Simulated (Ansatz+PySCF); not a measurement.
Results of a calculation; reference values are marked as such.
**Several solutions for singlet C₄H₈**

```xyz
12

C     0.0000    0.0043   -0.7218
C     0.0000   -0.0043    0.7218
C     0.0000    1.3235   -1.6493
C     0.0000   -1.3235    1.6493
H     0.0000   -1.0380   -1.2894
H     0.0000    1.0380    1.2894
H     0.0000    2.3178   -0.9984
H     0.9537    1.3517   -2.3632
H    -0.9537    1.3517   -2.3632
H     0.0000   -2.3178    0.9984
H     0.9537   -1.3517    2.3632
H    -0.9537   -1.3517    2.3632
```

Basis set: def2-SVP (spherical functions). Charge 0, multiplicity 1.

UHF was run from several starts with Ansatz (development build ahead of 0.2.0) and PySCF 2.14.0.

```csv
run,program,start,converged,energy (hartree),<S²>
A,Ansatz,search for the lowest state,yes,-155.93048,0.34
B,PySCF,"guess 1e, instabilities followed",yes,-155.93049,0.34
C,PySCF,"guess minao, instabilities followed",yes,-155.93049,0.34
D,PySCF,program defaults,yes,-155.92622,0.00
E,PySCF,"guess atom, instabilities followed",yes,-155.93049,0.34
F,Ansatz,stability test followed,yes,-155.93048,0.34
G,PySCF,"guess huckel, instabilities followed",yes,-155.93049,0.34
H,Ansatz,"atomic start, no search",yes,-155.92622,0.00
```

(1) Which runs reached the lowest solution of this kind, and what is wrong with the others?

Results:

(1) A, B, C, E, F, G reached the lowest solution found. Converged but too high: D by 0.12 eV, H by 0.12 eV. Convergence only shows a stationary point, and even a stable one can lie too high; stability tests and further starts are what find lower ones. Caution: the unrestricted determinant is spin contaminated. Caution: the determinant breaks the point group.
